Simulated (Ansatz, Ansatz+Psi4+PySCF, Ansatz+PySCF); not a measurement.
```xyz
5

C     0.0120    0.4526    0.0058
C     1.1944   -0.1592   -0.0140
F    -1.1548   -0.2755    0.0189
H     1.3034   -1.2354    0.0099
H     2.0827    0.4549   -0.0164
```

Basis set: cc-pVTZ (spherical functions). Frozen core: 3 orbitals. Correlation on ROHF uses semicanonical orbitals with singles. Charge 0, multiplicity 2.

Computed with Ansatz (development build ahead of 0.2.0); each method stands on the lowest determinant of its kind that the runs found.

(1) Give the atomization energy at this shape (free ground-state atoms in the same class of orbitals less the molecule, no zero-point energy) of doublet C₂H₂F by ROHF-MP2, UHF-MP2.

## Answers

(1)

```json
{"method": "ROHF-MP2", "atomization energy": "447.92 kcal/mol"}
{"method": "UHF-MP2", "atomization energy": "440.83 kcal/mol"}
```

Caution: the shape is not the minimum. Caution for UHF-MP2: the unrestricted determinant is spin contaminated.
